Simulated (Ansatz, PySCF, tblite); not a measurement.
Potential energy curve for Na₂, singlet. Each curve is given relative to its own lowest point near equilibrium.

| R / Å | A | B | C |
|---|---|---|---|
| 2.47 | 0.139 | 0.380 | 0.236 |
| 2.66 | 0.005 | 0.186 | 0.105 |
| 2.78 | 0.000 | 0.105 | 0.051 |
| 2.88 | 0.024 | 0.058 | 0.021 |
| 2.99 | 0.069 | 0.023 | 0.003 |
| 3.10 | 0.128 | 0.005 | 0.000 |
| 3.15 | 0.158 | 0.001 | 0.003 |
| 3.24 | 0.216 | 0.000 | 0.014 |
| 3.44 | 0.353 | 0.022 | 0.060 |
| 3.59 | 0.459 | 0.055 | 0.110 |
| 3.79 | 0.576 | 0.112 | 0.191 |
| 4.16 | 0.782 | 0.235 | 0.358 |
| 4.68 | 1.124 | 0.400 | 0.591 |
| 5.08 | 1.352 | 0.498 | 0.747 |
| 5.65 | 1.612 | 0.589 | 0.925 |
| 6.19 | 1.789 | 0.636 | 1.053 |
| 6.78 | 1.919 | 0.661 | 1.158 |
| 7.60 | 2.027 | 0.675 | 1.258 |
| 8.46 | 2.089 | 0.679 | 1.325 |
| 9.42 | 2.123 | 0.682 | 1.372 |

Energies in eV.

Question: Assign the columns to these levels of theory: GFN2-xTB, 300 K electronic temperature (tblite); restricted B3LYP/3-21G in PySCF; Ansatz (an electronic-structure program) with CCSD(T) on UHF/aug-cc-pVDZ, frozen core.

Answer: A is GFN2-xTB; B is UCCSD(T); C is RKS-B3LYP/3-21G.

The restricted form behind RKS-B3LYP/3-21G keeps the bonding electrons paired and can't separate into open-shell fragments. The unrestricted determinant behind UCCSD(T) is spin-contaminated at 2.47 to 9.42 Å (<S²> up to 1.0, against 0.00 for a pure singlet). With two correlated electrons CCSD is exact in the basis where it finds the lowest root (UCCSD(T)).
